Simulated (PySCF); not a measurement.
Gas-phase reaction: 2 C2H3Cl = CHCl + C3H4 (propyne) + HCl

Energies from PySCF, thermal terms from the rigid-rotor harmonic-oscillator model, ideal gas at 1 bar. † marks an energy on the PBE0/def2-TZVP geometry and frequencies; other levels use their own. CCSD(T) freezes the core. 6-31G* has spherical d functions here. All species are closed-shell singlets. B3LYP is the form with VWN-RPA correlation. CCSD(T) isn't extrapolated to the basis-set limit. Warning, large T1 diagnostic: CHCl (CCSD(T)/def2-TZVPP†).

CCSD(T)/def2-TZVPP† gives ΔH°(298 K) = 363 kJ.

**Question.** What do PBE/def2-TZVP†, LDA/def2-TZVP†, B3LYP/6-31G* give?

**Answer.** PBE/def2-TZVP†: 390 kJ; LDA/def2-TZVP†: 443 kJ; B3LYP/6-31G*: 401 kJ. For scale, ΔH°(298 K) is 363 kJ at this level, 374 kJ at ωB97M-V/def2-TZVP†, and runs from 330 to 443 kJ over the 20 levels computed.
